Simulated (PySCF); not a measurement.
Start geometry of `C(=C\F)/CN` from GFN2-xTB (Å):
```
atom  x, y, z in Å
N1    -1.207    0.770   -0.220
C2    -0.741   -0.574   -0.174
C3     0.718   -0.631    0.076
C4     1.558    0.430    0.093
F5     2.842    0.314    0.328
H6    -1.125    1.247    0.678
H7    -2.204    0.801   -0.459
H8    -1.224   -1.184    0.588
H9    -0.939   -1.029   -1.125
H10    1.147   -1.614    0.274
H11    1.214    1.444   -0.076
```

Question: What comes out of this run: PBE0-D3(BJ)/def2-SVP geometry optimisation, gas phase (PySCF 2.14.0)?

Answer: 
```
atom  x, y, z in Å
N1    -1.207    0.825   -0.133
C2    -0.756   -0.548   -0.040
C3     0.734   -0.650    0.083
C4     1.557    0.374   -0.119
F5     2.879    0.256    0.006
H6    -1.086    1.295    0.763
H7    -2.198    0.864   -0.355
H8    -1.211   -1.127    0.793
H9    -1.069   -1.077   -0.959
H10    1.164   -1.619    0.352
H11    1.232    1.379   -0.400
```

The energy falls by 2.3 kcal/mol over 10 energy and gradient evaluations, the largest force component goes from 0.0376 to 4.3e-04 Eh/bohr, and the atoms move by 0.057 Å rms after alignment. The bond that changes most is C2–H9 (sp3 carbon bound to nitrogen to methylene hydrogen), which lengthens by 0.034 Å. Bonds longer at the end by more than 0.005 Å: 6 of 10; shorter: 2. Among the angles that change most is C2–N1–H6, from 112.7° to 110.1°. Rotational constants go from 15742, 2574, 2260 to 15317, 2564, 2249 MHz. The orientation of the end geometry is arbitrary; only internal coordinates are fixed.

The run used 100 basis functions and 67 SCF cycles in all.

No PBE0-D3(BJ)/def2-SVP frequencies stand behind this structure, so it isn't proved a minimum. One conformer, not necessarily the lowest.
